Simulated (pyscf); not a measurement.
Concerted two-bond exchange: HO–SiH₂–O–SiH₂–OH → HO–SiH₂–O–SiH₂–OH

Gas phase, singlet surface, charge 0. Bonds broken: O1–Si4, Si2–O5. Bonds formed: O1–Si2, Si4–O5. PySCF, gas phase, ωB97X-D3(BJ)/def2-SVP geometries.

Transition state (Å):

```xyz
11

O     -0.6632     1.5165    -0.4685
Si     0.3285    -0.0724     0.0630
O     -0.9071    -0.8561    -0.7716
Si    -2.0981     0.2181    -0.2564
O     -1.0695     0.1710     1.3960
H     -0.6209     2.3671    -0.0148
H      1.0578    -0.9121     1.0613
H      1.4594     0.4178    -0.7823
H     -2.8305     0.9315    -1.3465
H     -3.2323    -0.3981     0.4969
H     -1.0740     0.8660     2.0653
```

One imaginary mode, 412i cm⁻¹; descent along it reached the two sides named.

```
bond    change  reactant side (Å)  saddle  product side
------  ------  -----------------  ------  ------------
O1–Si4  breaks              1.678   1.947           3.4
Si2–O5  breaks              1.658   1.947           3.4
O1–Si2   forms                3.4   1.947         1.678
Si4–O5   forms                3.4   1.947         1.658
```

Electronic energies relative to the reactant's lowest minimum found (eV):

```json
[
 {"level": "ωB97X-D3(BJ)/def2-TZVP", "barrier": "2.95", "reaction energy": "0.00", "reverse barrier": "2.95"},
 {"level": "PBE/def2-TZVP", "barrier": "2.78", "reaction energy": "0.00", "reverse barrier": "2.78"},
 {"level": "r²SCAN/def2-TZVP", "barrier": "2.96", "reaction energy": "0.00", "reverse barrier": "2.96"},
 {"level": "B3LYP-D3(BJ)/def2-TZVP", "barrier": "3.13", "reaction energy": "0.00", "reverse barrier": "3.13"},
 {"level": "PBE0-D3(BJ)/def2-TZVP", "barrier": "2.93", "reaction energy": "0.00", "reverse barrier": "2.93"},
 {"level": "M06-2X/def2-TZVP", "barrier": "3.05", "reaction energy": "0.00", "reverse barrier": "3.05"},
 {"level": "ωB97M-D3(BJ)/def2-TZVP", "barrier": "2.98", "reaction energy": "0.00", "reverse barrier": "2.98"},
 {"level": "HF/def2-TZVP", "barrier": "3.77", "reaction energy": "0.00", "reverse barrier": "3.77"}
]
```

With ωB97M-D3(BJ)/def2-TZVP energies and thermal terms (ideal gas, 1 atm, RRHO with modes under 100 cm⁻¹ raised to 100, one conformer, R ln 2 for chiral ones without a mode under 150 cm⁻¹), in eV:

```tsv
T (K)	ΔH‡	ΔG‡	ΔH	ΔG
298	2.91	3.01	0.00	0.00
600	2.90	3.10	0.00	0.00
900	2.88	3.21	0.00	0.00
1200	2.86	3.33	0.00	0.00
```

At the saddle there is also a short Si–Si contact that neither side keeps. The same reactants have a lower exit, to cyclic H₄O₃Si₂ (SMILES O[SiH]1O[SiH2]O1) + H₂ (barrier +2.35 eV at ωB97M-D3(BJ), against +2.98 eV here). One saddle was located; it need not be the lowest between these sides.
